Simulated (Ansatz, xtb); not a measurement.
## Two structures of HLiNSi

We compare I, a doublet given by its coordinates, with II, `[Li][N]=[SiH]`, a doublet. Both are isolated molecules in the gas phase, relaxed with B3LYP-D3(BJ)/def2-SVP.

I (Å):

```xyz
4

Li   -2.0585   -2.6791   -0.4447
N    -0.8988   -1.8692    0.6657
Si   -1.5868   -2.5609    2.0335
H    -0.0982   -1.2336    0.6987
```

Close contacts (Å): Li1–N2 1.80, Li1–Si3 2.53, N2–Si3 1.68, N2–H4 1.02.

II (Å):

```xyz
4

Li   -2.0896   -4.1780    0.3702
N    -1.3980   -2.6064    0.6195
Si   -0.9236   -1.0785    0.3610
H    -0.2101   -0.4861    1.6009
```

Q: Estimate E(II) − E(I) at the level CCSD(T)/def2-TZVPP.

A: Calculated at CCSD(T)/def2-TZVPP: E(II) − E(I) = +26.2 kcal/mol, so structure I lies lower.

The same difference at several levels:

```json
{"level": "B3LYP-D3(BJ)/def2-SVP", "geometry": "B3LYP-D3(BJ)/def2-SVP", "E(II) − E(I) (kcal/mol)": "+23.9", "departure from the last row (kcal/mol)": "−2.3", "job, with rough time for the two": "optimisation, 68 s"}
{"level": "HF/def2-TZVPP", "geometry": "B3LYP-D3(BJ)/def2-SVP", "E(II) − E(I) (kcal/mol)": "+25.3", "departure from the last row (kcal/mol)": "−0.9", "job, with rough time for the two": "part of the CCSD(T) run"}
{"level": "MP2/def2-TZVPP", "geometry": "B3LYP-D3(BJ)/def2-SVP", "E(II) − E(I) (kcal/mol)": "+37.3", "departure from the last row (kcal/mol)": "+11.1", "job, with rough time for the two": "part of the CCSD(T) run"}
{"level": "CCSD(T)/def2-TZVPP", "geometry": "B3LYP-D3(BJ)/def2-SVP", "E(II) − E(I) (kcal/mol)": "+26.2", "departure from the last row (kcal/mol)": "", "job, with rough time for the two": "single point, 2.1 min"}
```

The levels shown agree on the order. The largest departure from CCSD(T)/def2-TZVPP is that of MP2/def2-TZVPP, 11.1 kcal/mol. Levels run at GFN2-xTB geometries aren't shown.

With harmonic frequencies from B3LYP-D3(BJ)/def2-SVP (ideal gas, rigid rotor, one conformer each, 298.15 K, 1 atm): the zero-point term adds −3.2 kcal/mol; ΔH is +23.5 and ΔG +22.6 kcal/mol.

The T1 diagnostic of structure II is large, so the coupled-cluster value is less sure. Open shells are spin-unrestricted, with notable spin contamination under HF/def2-TZVPP, MP2/def2-TZVPP, CCSD(T)/def2-TZVPP. The correlated steps freeze 6 core orbitals; the last core shell of Li is correlated, in a basis made for valence electrons. Programs: Ansatz 0.2.0; the last row on 1 thread of Intel(R) Xeon(R) Processor @ 2.50GHz (Skylake/Cascade Lake) on a shared host.
